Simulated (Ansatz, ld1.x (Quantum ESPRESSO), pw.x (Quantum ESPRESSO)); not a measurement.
pw.x on bcc Nb: one setting changed

Potential: PAW, ld1.x (Quantum ESPRESSO) 7.5, PBE; core [Ar] 3d10, reference 4s2 4p6 4d4 5s1 5p0; waves: 4s (bound): rcut 1.50, rcutus 1.80 bohr; 5s (bound): rcut 1.50, rcutus 1.80 bohr; 4p (bound): rcut 2.05, rcutus 2.40 bohr; 5p (bound, empty): rcut 2.05, rcutus 2.40 bohr; 4d (bound): rcut 1.75, rcutus 2.35 bohr; 4d channel at 2.7 Ry: rcut 1.75, rcutus 2.35 bohr; local part: all-electron potential smoothed inside 1.80 bohr (lloc = -2); core correction: a·sin(br)/r model core inside 1.98 bohr; augmentation: PSQ, inside the norm-conserving radii.

The reference run (k-mesh 14³, cutoffs 45/360 Ry, Fermi–Dirac 0.01 Ry, mixing_beta 0.4, conv_thr 1e-9, no spin) gives 1.71 GPa at 18.179 Å³/atom, where all-electron LAPW gives 0.16 GPa. This run, with its own iteration cap, changes startingwfc to random.

```
&control
  calculation='scf', prefix='x', pseudo_dir='./', outdir='./tmp', tstress=.true., disk_io='none'
/
&system
  ibrav=0, nat=1, ntyp=1, ecutwfc=45, ecutrho=360, nbnd=14,
  occupations='smearing', smearing='fd', degauss=0.01
/
&electrons
  conv_thr=1e-09, mixing_beta=0.4, electron_maxstep=60, startingwfc='random'
/
ATOMIC_SPECIES
Nb 1.0 Nb.UPF
CELL_PARAMETERS angstrom
  -1.65641822 1.65641822 1.65641822
  1.65641822 -1.65641822 1.65641822
  1.65641822 1.65641822 -1.65641822
ATOMIC_POSITIONS crystal
Nb 0.0000 0.0000 0.0000
K_POINTS automatic
14 14 14 0 0 0
```

```bash
pw.x < Nb.scf.in > Nb.scf.out
```

Question: How does the run end?

Answer: It converges in 11 iterations; the free energy moves by +0.0 meV/atom and the pressure by +0.00 GPa. The result is that of the reference run.

```
Message from routine setup:
     using ibrav=0 with symmetry is DISCOURAGED, use correct ibrav instead
     lattice parameter (alat)  =       5.4216  a.u.
     unit-cell volume          =     122.6780 (a.u.)^3
     number of electrons       =        13.00
     number of Kohn-Sham states=           14
     kinetic-energy cutoff     =      45.0000  Ry
     charge density cutoff     =     360.0000  Ry
     scf convergence threshold =      1.0E-09
     Exchange-correlation= SLA  PW   PBX  PBC
     number of k points=   104  Fermi-Dirac smearing, width (Ry)=  0.0100
     iteration #  1     ecut=    45.00 Ry     beta= 0.40
     total energy              =    -334.23404580 Ry
     estimated scf accuracy    <       0.14739459 Ry
     iteration #  2     ecut=    45.00 Ry     beta= 0.40
     total energy              =    -334.26529458 Ry
     estimated scf accuracy    <       0.02878250 Ry
     iteration #  3     ecut=    45.00 Ry     beta= 0.40
     negative rho (up, down):  4.065E-05 0.000E+00
     total energy              =    -334.26776737 Ry
     estimated scf accuracy    <       0.00146227 Ry
     [... 5 iterations left out ...]
     iteration #  9     ecut=    45.00 Ry     beta= 0.40
     negative rho (up, down):  1.884E-05 0.000E+00
     total energy              =    -334.26804453 Ry
     estimated scf accuracy    <          9.0E-09 Ry
     iteration # 10     ecut=    45.00 Ry     beta= 0.40
     negative rho (up, down):  1.864E-05 0.000E+00
     total energy              =    -334.26804454 Ry
     estimated scf accuracy    <          3.4E-09 Ry
     iteration # 11     ecut=    45.00 Ry     beta= 0.40
     negative rho (up, down):  1.874E-05 0.000E+00
     the Fermi energy is    17.7419 ev
!    total energy              =    -334.26804454 Ry
     estimated scf accuracy    <          1.6E-10 Ry
     smearing contrib. (-TS)   =      -0.00648254 Ry
     convergence has been achieved in  11 iterations
     negative rho (up, down):  1.874E-05 0.000E+00
          total   stress  (Ry/bohr**3)                   (kbar)     P=       17.14
     Message from routine punch:
     Nothing written, as per user request (disk_io='none')
```

The run took about 20 s on one core of a shared host (AMD EPYC 7R43 64-Core Processor, 256 threads, 1004 GiB, load 60).
